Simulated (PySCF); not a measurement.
# 1,1,1,2-tetrafluoroethane (C₂H₂F₄): electronic excitations and core binding energies

What electronic excitations and core binding energies should 1,1,1,2-tetrafluoroethane (C₂H₂F₄) (`FCC(F)(F)F`) show?

Computed with PySCF 2.14.0, with density-fitted response routines of our own, on a single molecule in the gas phase. Atoms are numbered from 0 throughout.

## Step 1: Starting geometry

8 atoms, charge 0, multiplicity 1; geometry from: GFN2-xTB.

Bonds of the start (Å): F0–C1 1.36, C1–C2 1.53, C2–F3 1.33, C2–F4 1.33, C2–F5 1.34, C1–H6 1.10, C1–H7 1.10.

## Step 2: TDDFT and polarisability: B3LYP/def2-SVPD

The job: settings as JSON, then the geometry in Å.

```
{"job": {"kind": "uv", "xc": "B3LYP", "basis": "def2-SVPD", "nstates": 8, "ntriplets": 3}, "charge": 0, "multiplicity": 1}
F      1.260688    -1.258495     0.012078
C      0.802673     0.019982     0.010256
C     -0.727633     0.031751    -0.014975
F     -1.264392    -0.567147     1.048058
F     -1.228410    -0.555179    -1.102007
F     -1.165252     1.300797    -0.014807
H      1.180779     0.522644    -0.886089
H      1.150603     0.515060     0.922921
```

Level: TDDFT B3LYP/def2-SVPD, vertical, gas phase, core orbitals frozen in the response.

Standard output:

```text
coarse grid: 7760 points
cycle   1  E = -476.2562427817  dE =  8.597e-01  |g| = 9.152e-01  |ddm| = 3.270e+00
cycle   2  E = -476.0424200470  dE =  2.138e-01  |g| = 1.498e+00  |ddm| = 1.691e+00
cycle   3  E = -476.3984590091  dE = -3.560e-01  |g| = 5.765e-02  |ddm| = 1.027e+00
cycle   4  E = -476.3987722569  dE = -3.132e-04  |g| = 3.956e-02  |ddm| = 7.795e-02
cycle   5  E = -476.3990322171  dE = -2.600e-04  |g| = 9.092e-03  |ddm| = 3.385e-02
cycle   6  E = -476.3990438195  dE = -1.160e-05  |g| = 2.407e-03  |ddm| = 7.076e-03
cycle   7  E = -476.3990448997  dE = -1.080e-06  |g| = 3.336e-04  |ddm| = 2.291e-03
final grid: 79576 points
cycle   8  E = -476.4573060517  dE = -2.631e-05  |g| = 5.286e-03  |ddm| = 4.803e-02
cycle   9  E = -476.4573005154  dE =  5.536e-06  |g| = 7.906e-03  |ddm| = 9.640e-03
cycle  10  E = -476.4573109248  dE = -1.041e-05  |g| = 4.532e-04  |ddm| = 5.350e-03
cycle  11  E = -476.4573109629  dE = -3.811e-08  |g| = 1.368e-04  |ddm| = 5.374e-04
cycle  12  E = -476.4573109661  dE = -3.191e-09  |g| = 4.301e-05  |ddm| = 1.240e-04
cycle  13  E = -476.4573109663  dE = -2.555e-10  |g| = 1.438e-05  |ddm| = 3.919e-05
converged SCF energy = -476.4573109663

Static polarisability (au): isotropic 30.435, principal 29.442 30.345 31.516

Singlet excitations
state   eV       nm        f      main configurations
  1   9.4925    130.6   0.01343   H->L 0.89, H->L+1 0.10
  2   9.5663    129.6   0.00916   H-1->L 0.87, H-1->L+1 0.12
  3  10.0723    123.1   0.01631   H->L+1 0.88, H->L 0.10
  4  10.2082    121.5   0.02139   H-1->L+1 0.84, H-1->L 0.12
  5  10.9454    113.3   0.03452   H->L+3 0.95
  6  11.0206    112.5   0.01004   H->L+2 0.87, H-1->L+3 0.11
  7  11.0913    111.8   0.00682   H-2->L 0.96
  8  11.2216    110.5   0.00664   H-1->L+2 0.95

Triplet excitations (Tamm-Dancoff, eV): 9.0620 9.1666 9.7740
```

Wall time 18 s (1 thread, shared host).

The orbitals next to the gap, with their largest atomic shares:

```
orbital      eV                      atoms
 HOMO−3  -12.38   F3 44 %, F4 37 %, F5 9 %
 HOMO−2  -11.86  F5 34 %, F3 33 %, F4 33 %
 HOMO−1  -10.65  F0 53 %, C1 22 %, H6 10 %
   HOMO  -10.47  F0 36 %, C1 19 %, C2 13 %
   LUMO    0.20  C1 34 %, H6 13 %, H7 13 %
 LUMO+1    0.74  F5 24 %, F0 14 %, H7 12 %
 LUMO+2    1.48  F3 18 %, F4 18 %, F5 13 %
```

With each of the 8 states as a Gaussian band of 0.4 eV half-width at 1/e, the curve within the window shown has maxima at 123 nm (ε 1,600), 113 nm (ε 2,300) L/(mol cm). Beyond the last state computed it falls off for lack of states. The curve at chosen wavelengths:

```tsv
nm	ε (L/mol/cm)
108	500
109	860
110	1305
112	2101
113	2254
114	2188
115	1953
117	1396
118	1259
119	1257
120	1351
122	1572
123	1600
124	1558
125	1470
127	1279
128	1210
129	1154
130	1095
132	916
133	789
134	648
135	507
137	268
138	181
139	117
```

Further results of this job:

```
           property  computed
  dipole moment (D)      2.07
polarisability (Å³)      4.51
 HOMO–LUMO gap (eV)     10.66
      −ε(HOMO) (eV)     10.47
```

## Step 3: Core-electron binding energies: SCAN, X2C

Same as in step 2 but for these lines:

```diff
@@ -1,2 +1,2 @@
-{"job": {"kind": "uv", "xc": "B3LYP", "basis": "def2-SVPD", "nstates": 8, "ntriplets": 3}, "charge": 0, "multiplicity": 1}
+{"job": {"kind": "xps"}, "charge": 0, "multiplicity": 1}
 F      1.260688    -1.258495     0.012078
```

Method: delta-SCF UKS SCAN, pcX-2 on the ionised atom, pcseg-1 elsewhere, spin-free X2C.

Standard output:

```text
ground state, core basis on atom 0 (F), 125 functions
  cycle   1  E = -476.87530842  |g| = 9.19e-01
  cycle   2  E = -476.57799798  |g| = 1.68e+00
  cycle   3  E = -477.00679720  |g| = 8.09e-02
  cycle   4  E = -477.00750113  |g| = 5.81e-02
  cycle   5  E = -477.00805522  |g| = 1.26e-02
  cycle   6  E = -477.00807663  |g| = 4.88e-03
  cycle   7  E = -477.00807940  |g| = 1.17e-03
  cycle   8  E = -477.00808126  |g| = 6.57e-04
  cycle   9  E = -477.00808195  |g| = 6.98e-05
  E(ground) = -477.00001972 Eh
hole in F 1s of atom 0
  cycle   1  E = -450.63170030  |g| = 2.58e+00
  cycle   2  E = -450.46663947  |g| = 2.19e+00
  cycle   3  E = -451.42505209  |g| = 5.08e-01
  cycle   4  E = -451.44632739  |g| = 4.34e-01
  cycle   5  E = -451.50652601  |g| = 6.08e-02
  cycle   6  E = -451.50758213  |g| = 2.31e-02
  cycle   7  E = -451.50777274  |g| = 6.31e-03
  cycle   8  E = -451.50778409  |g| = 2.63e-03
  cycle   9  E = -451.50778812  |g| = 6.25e-04
  cycle  10  E = -451.50778675  |g| = 1.81e-04
  E(ion) = -451.50659657 Eh   <S^2> = 0.7569   hole on atom = 1.000   binding energy = 693.711 eV
ground state, core basis on atom 1 (C), 125 functions
  cycle   1  E = -476.96692464  |g| = 8.68e-02
  cycle   2  E = -476.96566226  |g| = 1.12e-01
  cycle   3  E = -476.96752606  |g| = 2.12e-02
  cycle   4  E = -476.96759227  |g| = 6.51e-03
  cycle   5  E = -476.96760020  |g| = 1.11e-03
  cycle   6  E = -476.96760074  |g| = 2.70e-04
  E(ground) = -476.95759151 Eh
hole in C 1s of atom 1
  cycle   1  E = -465.60287464  |g| = 1.50e+00
  cycle   2  E = -464.68770431  |g| = 2.05e+00
  cycle   3  E = -466.04717256  |g| = 5.27e-01
  cycle   4  E = -466.11096318  |g| = 2.88e-01
  cycle   5  E = -466.13719250  |g| = 4.81e-02
  cycle   6  E = -466.13792027  |g| = 1.92e-02
  cycle   7  E = -466.13803331  |g| = 1.03e-02
  cycle   8  E = -466.13806998  |g| = 3.93e-03
  cycle   9  E = -466.13807795  |g| = 1.20e-03
  cycle  10  E = -466.13807973  |g| = 9.08e-04
  cycle  11  E = -466.13807974  |g| = 3.07e-04
  E(ion) = -466.13015549 Eh   <S^2> = 0.7714   hole on atom = 1.000   binding energy = 294.630 eV
ground state, core basis on atom 2 (C), 125 functions
  cycle   1  E = -476.97588996  |g| = 6.29e-02
  cycle   2  E = -476.97581902  |g| = 3.61e-02
  cycle   3  E = -476.97589818  |g| = 2.99e-02
  cycle   4  E = -476.97604436  |g| = 3.78e-03
  cycle   5  E = -476.97604717  |g| = 7.83e-04
  cycle   6  E = -476.97604711  |g| = 2.96e-04
  E(ground) = -476.96535287 Eh
hole in C 1s of atom 2
  cycle   1  E = -465.46760172  |g| = 1.50e+00
  cycle   2  E = -462.54788326  |g| = 3.03e+00
  cycle   3  E = -465.81491914  |g| = 7.08e-01
  cycle   4  E = -465.92670955  |g| = 4.47e-01
  cycle   5  E = -465.98515408  |g| = 1.26e-01
  cycle   6  E = -465.98949516  |g| = 5.62e-02
  cycle   7  E = -465.99046701  |g| = 1.78e-02
  cycle   8  E = -465.99057874  |g| = 4.14e-03
  cycle   9  E = -465.99058874  |g| = 1.18e-03
  cycle  10  E = -465.99059036  |g| = 5.98e-04
  cycle  11  E = -465.99059125  |g| = 3.47e-04
  E(ion) = -465.98273546 Eh   <S^2> = 0.7704   hole on atom = 1.000   binding energy = 298.852 eV
ground state, core basis on atom 3 (F), 125 functions
  cycle   1  E = -477.00697659  |g| = 1.19e-01
  cycle   2  E = -477.00656740  |g| = 6.80e-02
  cycle   3  E = -477.00661172  |g| = 6.61e-02
  cycle   4  E = -477.00719706  |g| = 3.44e-03
  cycle   5  E = -477.00720021  |g| = 9.31e-04
  cycle   6  E = -477.00719937  |g| = 2.23e-04
  E(ground) = -476.99886897 Eh
hole in F 1s of atom 3
  cycle   1  E = -450.60466419  |g| = 2.58e+00
  cycle   2  E = -450.38391163  |g| = 2.23e+00
  cycle   3  E = -451.36952307  |g| = 5.87e-01
  cycle   4  E = -451.42051465  |g| = 4.32e-01
  cycle   5  E = -451.47951742  |g| = 4.13e-02
  cycle   6  E = -451.47999214  |g| = 1.93e-02
  cycle   7  E = -451.48015876  |g| = 5.40e-03
  cycle   8  E = -451.48016599  |g| = 2.94e-03
  cycle   9  E = -451.48016950  |g| = 7.48e-04
  cycle  10  E = -451.48017019  |g| = 3.54e-04
  E(ion) = -451.47892573 Eh   <S^2> = 0.7571   hole on atom = 1.000   binding energy = 694.433 eV
```

Run time: 26 s. Hardware: 1 thread, shared host.

Binding energies by hole, beside the orbital energy of the ground state; the difference holds orbital relaxation and, for a density functional, its self-interaction error:

```
     hole  stands for                environment  ΔSCF (eV)  −ε (eV)   ⟨S²⟩
F1s on F0          F0  fluorine on an sp3 carbon     693.71    667.3  0.757
C1s on C1          C1        sp3 CH2 bonded to F     294.63    276.9  0.771
C1s on C2          C2                 CF3 carbon     298.85    280.8  0.770
F1s on F3  F3, F4, F5    fluorine of a CF3 group     694.43    668.1  0.757
```

Each hole run stands for the others of its class of like atoms.

## Step 4: Summary of results

| quantity | value |
| --- | --- |
| lowest singlet (B3LYP/def2-SVPD) | 9.49 eV (131 nm), f = 0.013 |
| brightest single state of those computed | state 5, 10.95 eV, f = 0.035 |
| lowest triplet | 9.06 eV |
| F1s binding energies, SCAN/pcX-2 | F3 694.43, F0 693.71 eV |
| C1s binding energies, SCAN/pcX-2 | C2 298.85, C1 294.63 eV |

What this shows: The first singlet state (HOMO→LUMO 0.89, HOMO→LUMO+1 0.10) lies at 9.49 eV and is weak; of the 8 states computed, the strongest absorption comes from state 5 at 10.95 eV. The lowest triplet lies 0.43 eV below the lowest singlet (triplets in Tamm-Dancoff, singlets in full TDDFT). States above −ε(HOMO) lie where TDDFT describes them poorly and they hang on the basis; the brightest is among them. F3 (fluorine of a CF3 group) binds its F1s electron 0.72 eV more tightly than F0 (fluorine on an sp3 carbon). C2 (CF3 carbon) binds its C1s electron 4.22 eV more tightly than C1 (sp3 CH2 bonded to F).
